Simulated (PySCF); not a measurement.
# BC: from the state search to spectroscopic constants, part 2 of 2

PySCF 2.14.0; B 6-31G(d,p), C 6-31G(d,p); no relativity. Earlier steps stand in the parts before.

**12. UHF (mean field)**

Output of the SCF at 1.491 Å:

```text
******** <class 'pyscf.scf.uhf_symm.SymAdaptedUHF'> ********
method = SymAdaptedUHF
[... 11 set-up lines left out, the same as in an earlier log ...]
max_memory 909 MB (current use 247 MB)
[... 1 set-up line left out, the same as in an earlier log ...]
Overwritten attributes  get_jk get_occ get_j get_k get_hcore  of <class 'pyscf.scf.uhf_symm.SymAdaptedUHF'>
<class 'pyscf.scf.uhf_symm.SymAdaptedUHF'> does not have attributes  refdm
[... 1 set-up line left out, the same as in an earlier log ...]
init E= -62.3036552176227
cycle= 1 E= -62.3104627344768  delta_E= -0.00681  |g|= 0.0282  |ddm|= 0.124
cycle= 2 E= -62.3115488604306  delta_E= -0.00109  |g|= 0.0137  |ddm|= 0.0587
cycle= 3 E= -62.3121916882029  delta_E= -0.000643  |g|= 0.0116  |ddm|= 0.0413
cycle= 4 E= -62.3126206844678  delta_E= -0.000429  |g|= 0.00957  |ddm|= 0.0292
cycle= 5 E= -62.3132689194414  delta_E= -0.000648  |g|= 0.00849  |ddm|= 0.0447
cycle= 6 E= -62.3145350443097  delta_E= -0.00127  |g|= 0.00517  |ddm|= 0.134
cycle= 7 E= -62.3145009976367  delta_E= 3.4e-05  |g|= 0.00521  |ddm|= 0.0214
cycle= 8 E= -62.3146337386415  delta_E= -0.000133  |g|= 0.00146  |ddm|= 0.0555
cycle= 9 E= -62.3146389134282  delta_E= -5.17e-06  |g|= 0.000383  |ddm|= 0.012
cycle= 10 E= -62.3146395797704  delta_E= -6.66e-07  |g|= 8.82e-05  |ddm|= 0.0039
cycle= 11 E= -62.3146396102258  delta_E= -3.05e-08  |g|= 3e-05  |ddm|= 0.00097
cycle= 12 E= -62.3146396145846  delta_E= -4.36e-09  |g|= 3.5e-06  |ddm|= 0.000232
cycle= 13 E= -62.3146396146293  delta_E= -4.47e-11  |g|= 1.07e-06  |ddm|= 3.67e-05
Extra cycle  E= -62.3146396146311  delta_E= -1.79e-12  |g|= 6.49e-07  |ddm|= 1.81e-06
converged SCF energy = -62.3146396146311  <S^2> = 3.7535172  2S+1 = 4.0017582
```

No constants are quoted: the points don't follow one smooth fit. 0.89 s of CPU time for 12 points, integrals apart.

**13. Correlated methods on the Hartree–Fock reference**

Reference: UHF; core orbitals frozen: 2.

The coupled-cluster run at the reference distance, 1.491 Å, printed:

```text
******** <class 'pyscf.cc.uccsd.UCCSD'> ********
CC2 = 0
CCSD nocc = (np.int64(5), np.int64(2)), nmo = (26, 26)
frozen orbitals [[0, 1], [0, 1]]
max_cycle = 80
direct = 0
conv_tol = 1e-07
conv_tol_normt = 1e-05
diis_space = 8
diis_start_cycle = 0
diis_start_energy_diff = 1e+09
max_memory 909 MB (current use 263 MB)
Init t2, MP2 energy = -0.127934223908281
Init E_corr(UCCSD) = -0.127934223908876
cycle = 1  E_corr(UCCSD) = -0.144197323026071  dE = -0.0162630991  norm(t1,t2) = 0.0804146
cycle = 2  E_corr(UCCSD) = -0.15029962204581  dE = -0.00610229902  norm(t1,t2) = 0.0421068
cycle = 3  E_corr(UCCSD) = -0.153860219729475  dE = -0.00356059768  norm(t1,t2) = 0.0356546
cycle = 4  E_corr(UCCSD) = -0.157602720429881  dE = -0.0037425007  norm(t1,t2) = 0.0243801
cycle = 5  E_corr(UCCSD) = -0.15884197748138  dE = -0.00123925705  norm(t1,t2) = 0.0171635
cycle = 6  E_corr(UCCSD) = -0.159713448159482  dE = -0.000871470678  norm(t1,t2) = 0.00515484
cycle = 7  E_corr(UCCSD) = -0.159605627600362  dE = 0.000107820559  norm(t1,t2) = 0.00107149
cycle = 8  E_corr(UCCSD) = -0.159654845762793  dE = -4.92181624e-05  norm(t1,t2) = 0.000482136
cycle = 9  E_corr(UCCSD) = -0.159653153533283  dE = 1.69222951e-06  norm(t1,t2) = 0.000134774
cycle = 10  E_corr(UCCSD) = -0.159650483930118  dE = 2.66960316e-06  norm(t1,t2) = 4.59123e-05
cycle = 11  E_corr(UCCSD) = -0.159651602687641  dE = -1.11875752e-06  norm(t1,t2) = 1.78732e-05
cycle = 12  E_corr(UCCSD) = -0.159651246574068  dE = 3.56113573e-07  norm(t1,t2) = 6.13856e-06
cycle = 13  E_corr(UCCSD) = -0.159651101256927  dE = 1.4531714e-07  norm(t1,t2) = 2.54372e-06
cycle = 14  E_corr(UCCSD) = -0.159651109972851  dE = -8.71592321e-09  norm(t1,t2) = 6.54057e-07
UCCSD converged
E(UCCSD) = -62.47429072460398  E_corr = -0.1596511099728505
UCCSD(T) correction = -0.00934367392855487
```

Correlation energy (eV) along the bond:

| R (Å) | MP2 | SCS-MP2 | CCSD | CCSD(T) | T1 |
| --- | --- | --- | --- | --- | --- |
| 1.282 | -3.141 | -2.970 | n/a | n/a | n/a |
| 1.342 | -3.221 | -3.042 | -4.028 | -4.220 | 0.070 |
| 1.401 | -3.313 | -3.127 | -4.148 | -4.363 | 0.074 |
| 1.446 | -3.392 | -3.200 | -4.244 | -4.479 | 0.077 |
| 1.491 | -3.481 | -3.286 | -4.344 | -4.599 | 0.078 |
| 1.536 | -3.584 | -3.389 | -4.449 | -4.721 | 0.077 |
| 1.595 | -3.241 | -3.169 | -4.467 | -4.702 | 0.103 |
| 1.670 | -3.231 | -3.160 | -4.414 | -4.646 | 0.092 |
| 1.759 | -3.217 | -3.147 | -4.360 | -4.589 | 0.081 |
| 1.879 | -3.183 | -3.117 | n/a | n/a | n/a |

UHF-MP2: No constants are quoted: the points don't follow one smooth fit.

UHF-SCS-MP2: No constants are quoted: the points don't follow one smooth fit.

UHF-CCSD: No constants are quoted: the points don't follow one smooth fit.

UHF-CCSD(T): No constants are quoted: the points don't follow one smooth fit.

**14. All curves**

Energy (eV) from each level's lowest point:

| R (Å) | UHF | UHF-MP2 | UHF-SCS-MP2 | UHF-CCSD | UHF-CCSD(T) | PBE | r²SCAN | TPSSh | r²SCANh | PBE0 | M06-2X | CAM-B3LYP |
| --- | --- | --- | --- | --- | --- | --- | --- | --- | --- | --- | --- | --- |
| 1.282 | 0.681 | 0.958 | 0.934 | n/a | n/a | 1.124 | 1.040 | 1.037 | 0.994 | 0.987 | 0.931 | 0.914 |
| 1.342 | 0.221 | 0.419 | 0.403 | 0.475 | 0.538 | 0.535 | 0.476 | 0.470 | 0.443 | 0.438 | 0.405 | 0.390 |
| 1.401 | 0.021 | 0.127 | 0.118 | 0.155 | 0.194 | 0.191 | 0.157 | 0.151 | 0.138 | 0.135 | 0.118 | 0.108 |
| 1.446 | 0.000 | 0.027 | 0.023 | 0.038 | 0.057 | 0.055 | 0.039 | 0.035 | 0.030 | 0.028 | 0.021 | 0.015 |
| 1.491 | 0.062 | 0.000 | 0.000 | 0.000 | 0.000 | 0.000 | 0.000 | 0.000 | 0.000 | 0.000 | 0.000 | 0.000 |
| 1.536 | 0.187 | 0.022 | 0.022 | 0.020 | 0.002 | 0.008 | 0.021 | 0.027 | 0.030 | 0.033 | 0.039 | 0.043 |
| 1.595 | 0.240 | 0.418 | 0.294 | 0.055 | 0.074 | 0.092 | 0.120 | 0.135 | 0.138 | 0.145 | 0.157 | 0.166 |
| 1.670 | 0.374 | 0.561 | 0.437 | 0.241 | 0.264 | 0.279 | 0.318 | 0.343 | 0.344 | 0.358 | 0.378 | 0.388 |
| 1.759 | 0.617 | 0.819 | 0.693 | 0.538 | 0.564 | 0.574 | 0.621 | 0.653 | 0.652 | 0.675 | 0.700 | 0.709 |
| 1.879 | 1.010 | 1.245 | 1.116 | n/a | n/a | 1.018 | 1.070 | 1.101 | 1.105 | 1.137 | 1.162 | 1.174 |

The whole job (state search and all levels along the bond) took 0.8 min on 1 thread of Arm Neoverse V1 (shared host), peak memory 0.36 GiB.

**15. Constants by level of theory**

This closing draws on all 2 parts.

Lowest PBE0 solution found, without spin–orbit coupling: ⁴Σ⁻ (quartet), unpaired electrons σ ↑, π ↑↑. State 2 has its PBE0 minimum 0.39 eV higher, as a spin-mixed determinant (⟨S²⟩ = 1.77), so this is no gap between pure states. State 3 has its PBE0 minimum 0.52 eV higher, as a spin-mixed determinant (⟨S²⟩ = 1.76), so this is no gap between pure states. State 4 has its PBE0 minimum 0.63 eV higher, as a spin-mixed determinant (⟨S²⟩ = 1.57), so this is no gap between pure states. The other levels ran on the lowest alone.

| level | Re (Å) | ωe (cm⁻¹) | De (eV) | μ (D) |
| --- | --- | --- | --- | --- |
| PBE | 1.507 | 1166 | 5.11 | -0.92 |
| r²SCAN | 1.496 | 1179 | 4.83 | -1.29 |
| TPSSh | 1.492 | 1209 | 4.63 | -1.26 |
| r²SCANh | 1.489 | 1194 | 4.71 | -1.40 |
| PBE0 | 1.487 | 1207 | 4.73 | -1.28 |
| M06-2X | 1.483 | 1211 | 4.70 | -1.22 |
| CAM-B3LYP | 1.479 | 1219 | 4.41 | -1.29 |

De is counted to B + C in their ground configurations. A positive dipole means B(−)C(+). No constants: UHF (the points don't follow one smooth fit); UHF-MP2 (the points don't follow one smooth fit); UHF-SCS-MP2 (the points don't follow one smooth fit); UHF-CCSD (the points don't follow one smooth fit); UHF-CCSD(T) (the points don't follow one smooth fit).

Time per point (s) on 1 thread of Arm Neoverse V1, shared host (CPU time, shared integrals of 0.017 s apart; correlated levels include their reference); the times are rough: PBE 0.25, r²SCAN 0.38, TPSSh 0.43, r²SCANh 0.38, PBE0 0.36, M06-2X 0.39, CAM-B3LYP 0.35.

In words: The methods spread over 0.028 Å in bond length, from CAM-B3LYP to PBE. Among the levels with a De in the table, it runs from 4.41 eV (CAM-B3LYP) to 5.11 eV (PBE).

Correlated steps freeze 2 core orbitals. T1 is 0.078 near the minimum (highest on the curve 0.103), which may point to more than one leading configuration.
